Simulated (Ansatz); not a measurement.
Cost and result for the atomization energy of C$_{2}$H$_{4}$F$_{2}$O, SMILES `OC(F)CF` (9 atoms, 8 bonds).

```xyz
9

O    -0.5083   -1.4547   -0.3114
C    -0.5881   -0.2360    0.3011
F    -1.6547    0.4871   -0.2053
C     0.6678    0.5879    0.1238
F     1.0324    0.5692   -1.2092
H    -0.1373   -1.3216   -1.1925
H    -0.7914   -0.4065    1.3624
H     1.4831    0.1514    0.7066
H     0.4965    1.6233    0.4246
```

The species carries charge 0 and has multiplicity 1. All single points use the PBE0-D4/def2-TZVP geometry. It is one conformer, not always the lowest. Program: Ansatz. All runs use 2 threads of an Arm Neoverse V2 on a shared host. Times are those of one run each, without the atoms' runs, and a repeat can differ threefold. Electronic energies, without spin–orbit coupling; frozen cores. CCSD(T)/CBS adds CCSD(T) − MP2 in def2-TZVPP to the MP2 limit, and its time is that of the two runs behind it. T1 = 0.011. B3LYP takes the VWN-RPA correlation (the form of Gaussian; ORCA's B3LYP/G).

CCSD(T)/CBS is a level of theory with its own doubt, some kJ/mol a heavy atom from the limit and from the frozen cores, so smaller differences don't rank the functionals.

| level | functions | wall time | atomization (kJ/mol) | difference from CCSD(T)/CBS | per bond |
| --- | --- | --- | --- | --- | --- |
| LDA (SPW92)/def2-TZVPP | 211 | 1.2 s | 4132.1 | 635.6 | 79.5 |
| BLYP-D4/def2-TZVPP | 211 | 2 s | 3501.8 | 5.3 | 0.7 |
| PBE-D4/def2-TZVPP (with forces) | 211 | 2.5 s | 3608.5 | 112.0 | 14.0 |
| PBE0-D4/def2-TZVPP | 211 | 2.8 s | 3501.7 | 5.2 | 0.7 |
| BHLYP-D4/def2-TZVPP | 211 | 2.8 s | 3329.6 | -166.9 | -20.9 |
| B3LYP-D4/def2-TZVPP (with forces) | 211 | 3.5 s | 3480.0 | -16.5 | -2.1 |
| r2SCANh-D4/def2-TZVPP | 211 | 4.4 s | 3469.3 | -27.2 | -3.4 |
| B2PLYP/def2-TZVPP | 211 | 5.5 s | 3455.0 | -41.5 | -5.2 |
| CCSD(T)/def2-SVP | 90 | 5.5 s | 3314.5 | -182.0 | -22.7 |
| ωB97M-V/def2-TZVPP (with forces) | 211 | 11 s | 3505.0 | 8.5 | 1.1 |
| MP2/def2-QZVPP | 405 | 20 s | 3556.6 | 60.1 | 7.5 |
| CCSD(T)/def2-TZVPP | 211 | 2.3 min | 3401.7 | -94.8 | -11.8 |
| CCSD(T)/CBS(def2) | – | 2.6 min | 3496.5 | 0.0 | 0.0 |

From BLYP to BHLYP (50 % exact exchange), in def2-TZVPP and without D4, the atomization energy moves by −156.8 kJ/mol: exact exchange takes away binding that semilocal exchange gives to molecules. At CCSD(T), def2-SVP lies −181.9 kJ/mol from the extrapolated value and def2-TZVPP −94.8 kJ/mol: correlation converges slowly with the basis, and small sets miss more of it in the bonded molecule than in its fragments. The D4 term adds +19.2 kJ/mol with B3LYP and +9.9 kJ/mol with PBE0; it sums over pairs of atoms, weighted by their polarisabilities, and B3LYP, whose exchange is more repulsive, gets the larger term.
